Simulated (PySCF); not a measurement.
**Al2+: a composite coupled-cluster curve**

What constants does extrapolated CCSD(T) give for Al2+, and what does each step add?

Method: CCSD(T) on ROHF, no relativity in the base curves; scalar relativity is added as a correction; program: PySCF 2.14.0.

## (1) Set-up

```yaml
molecule: Al2+
state: doublet, unpaired electrons σ ↑
smaller_basis: Al cc-pV(T+d)Z
larger_basis: Al cc-pV(Q+d)Z
frozen_core_orbitals: 10
extrapolation: correlation as n⁻³ (n = 3, 4), Hartree–Fock as (n+1)·exp(−9√n)
corrections: core–valence correlation, scalar relativity
distances_Å: 2.8639, 2.9941, 3.1242, 3.2544, 3.3846, 3.5473, 3.7100
masses_u: 26.9815, 26.9815
dissociation_limit: Al+ + Al
```

The run is started by

```
$ OMP_NUM_THREADS=4 python comp.py task.json out
```

## (2) The runs

The logs of the single runs were not kept.

Parts of the energy along the bond, in eV from Al+ + Al:

| R (Å) | HF/CBS | CCSD corr. | (T) | core–valence | relativity | total |
| --- | --- | --- | --- | --- | --- | --- |
| 2.8639 | -0.924 | -0.344 | -0.0608 | -0.0031 | 0.0036 | -1.328 |
| 2.9941 | -1.034 | -0.314 | -0.0569 | -0.0008 | 0.0033 | -1.402 |
| 3.1242 | -1.099 | -0.285 | -0.0531 | 0.0006 | 0.0029 | -1.434 |
| 3.2544 | -1.133 | -0.257 | -0.0495 | 0.0013 | 0.0024 | -1.436 |
| 3.3846 | -1.144 | -0.231 | -0.0461 | 0.0016 | 0.0020 | -1.418 |
| 3.5473 | -1.135 | -0.199 | -0.0423 | 0.0016 | 0.0015 | -1.374 |
| 3.7100 | -1.109 | -0.170 | -0.0390 | 0.0014 | 0.0010 | -1.316 |

The whole job (state search and all levels along the bond) took 28 min on 4 threads of Arm Neoverse V1 (shared host), peak memory 12 GiB.

## (3) Constants step by step

| level | Re (Å) | ωe (cm⁻¹) | ωexe (cm⁻¹) | αe (cm⁻¹) | De (eV) |
| --- | --- | --- | --- | --- | --- |
| CCSD(T)/cc-pVTZ(-PP) | 3.2003 | 172.9 | 0.919 | 0.00103 | 1.390 |
| CCSD(T)/cc-pVQZ(-PP) | 3.2024 | 171.2 | 0.832 | 0.00100 | 1.425 |
| HF/CBS | 3.4001 | 137.5 | 0.472 | 0.000855 | 1.144 |
| MP2/CBS | 3.2080 | 168.8 | 0.877 | 0.00106 | 1.411 |
| CCSD/CBS | 3.2200 | 167.3 | 0.747 | 0.000966 | 1.391 |
| CCSD(T)/CBS | 3.2006 | 170.9 | 0.790 | 0.000986 | 1.442 |
| CCSD(T)/CBS+CV | 3.1969 | 170.0 | 0.778 | 0.000989 | 1.441 |
| CCSD(T)/CBS+CV+SR | 3.1992 | 169.4 | 0.772 | 0.000986 | 1.438 |

The last step gives Re = 3.1992 Å, ωe = 169.4 cm⁻¹ and De = 1.438 eV; the smaller basis alone is off from it by +1.1 mÅ and -0.05 eV. Near the minimum the mean field binds by 1.13 eV and correlation adds 0.31 eV of binding. T1 is 0.034. Spin–orbit coupling and excitations beyond (T) are left out.
